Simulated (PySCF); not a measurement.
Thiazole, C3H3NS, SMILES c1cscn1, point group Cs.

Force field and properties: PBE0/pcSseg-1 (PySCF, grid level 2). Vibrational terms come from second-order perturbation theory with semi-diagonal cubic constants, by steps of ±0.6 along the normal coordinates of each isotopologue. The parent has the commonest isotopes.

Equilibrium geometry (Å):

| atom | x | y | z |
| --- | --- | --- | --- |
| C1 | -0.6585 | -0.7018 | -0.0389 |
| C2 | -0.9457 | 0.4882 | -0.6348 |
| S3 | 0.4863 | 1.4260 | -0.7811 |
| C4 | 1.3611 | 0.1355 | -0.0251 |
| N5 | 0.6506 | -0.8953 | 0.3041 |
| H6 | -1.3848 | -1.4803 | 0.1727 |
| H7 | -1.9033 | 0.8518 | -0.9864 |
| H8 | 2.4305 | 0.2136 | 0.1479 |

Q: Give the equilibrium and ground-state rotational constants (MHz) of parent; ²H at 6; ¹⁵N at 5; ¹³C at 2, ²H at 6.

A: 
| species | Ae | Be | Ce | A0 | B0 | C0 | Δ0 (u Å²) | harmonic ZPE (cm⁻¹) |
| --- | --- | --- | --- | --- | --- | --- | --- | --- |
| parent | 8585.5 | 5501.7 | 3353 | 8522.2 | 5472.7 | 3330.7 | 0.086 | 12218 |
| ²H at 6 | 8379.1 | 5224.1 | 3217.9 | 8317.8 | 5197.1 | 3196.9 | 0.085 | 11501 |
| ¹⁵N at 5 | 8527.1 | 5397.9 | 3305.5 | 8464.6 | 5369.6 | 3283.6 | 0.087 | 12184 |
| ¹³C at 2, ²H at 6 | 8180.9 | 5223.8 | 3188.1 | 8121.4 | 5197.2 | 3167.4 | 0.086 | 11456 |

Δ0 = Ic − Ia − Ib from the ground-state constants.

Q: How is the parent's vibrational correction B0 − Be made up?

A: 
| axis | harmonic | Coriolis | cubic | total (MHz) |
| --- | --- | --- | --- | --- |
| a | 11 | -4.57 | -69.8 | -63.3 |
| b | 6.32 | -1.37 | -33.9 | -29 |
| c | 1.27 | -0.346 | -23.2 | -22.3 |

Q: And its quartic centrifugal distortion constants from the harmonic force field?

A: Asymmetric top, A reduction, Ir representation: ΔJ = 0.862 kHz, ΔJK = -0.154 kHz, ΔK = 2.43 kHz, δJ = 0.314 kHz, δK = 1.04 kHz.

Q: Which nuclear quadrupole couplings χaa, χbb, χcc (MHz) does the parent show, at equilibrium and averaged?

A: 14N at 5: -3.0, 0.1, 2.9 and -3.0, 0.1, 2.9.
